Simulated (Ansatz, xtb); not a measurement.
A geometry optimisation of H5N2PS with r2SCAN-D4/def2-SVP

The starting geometry of this gas-phase singlet was built from a drawn formula by distance geometry and a force field; its bonds are those of `NS[NH2+][PH-]`.

```yaml
atoms:
  - { symbol: N, position_ang: [-1.6006, 0.0130, -1.3090] }
  - { symbol: N, position_ang: [0.3623, 0.2464, 0.3882] }
  - { symbol: P, position_ang: [1.2007, -0.3386, 1.6900] }
  - { symbol: S, position_ang: [-1.0095, -0.6847, 0.0455] }
  - { symbol: H, position_ang: [-1.7060, -0.6829, -2.0854] }
  - { symbol: H, position_ang: [-2.6113, 0.3230, -1.1272] }
  - { symbol: H, position_ang: [1.0137, 0.2243, -0.4525] }
  - { symbol: H, position_ang: [0.0565, 1.2189, 0.5816] }
  - { symbol: H, position_ang: [0.7850, -1.7653, 1.5572] }
```

Q: Where would you expect an optimisation with r2SCAN-D4/def2-SVP to take it?

A: It rearranges to `NPSN`. Contacts that open: N2–S4 (1.69 → 3.18 Å). Contacts that close: P3–S4 (2.78 → 2.16 Å).

The energy falls by 3.80 eV over 33 steps:

```
step  E − E(last) (eV)
   1             3.801
   5             2.312
   8             2.141
  12             1.959
  15             1.477
  19             0.448
  22             0.198
  26             0.093
  29             0.011
  33             0.000
```

Final geometry (Å):

| atom | x (Å) | y (Å) | z (Å) |
| --- | --- | --- | --- |
| N | -2.1854 | -0.2801 | -0.9348 |
| N | 1.0272 | 0.5922 | 1.0617 |
| P | 0.1172 | -0.8449 | 0.8652 |
| S | -0.6033 | -0.9776 | -1.1660 |
| H | -2.8918 | -0.9870 | -1.1443 |
| H | -2.3025 | 0.4805 | -1.6051 |
| H | 1.6487 | 0.8908 | 0.3107 |
| H | 0.4683 | 1.3772 | 1.3889 |
| H | 1.2122 | -1.6970 | 0.5120 |

From the same start GFN2-xTB ends elsewhere, in pieces: H2NS + H3NP.

No frequencies were run, so the end isn't proven a minimum. Run with Ansatz 0.2.0, 120 s on 1 thread of Arm Neoverse V1, on a shared host.
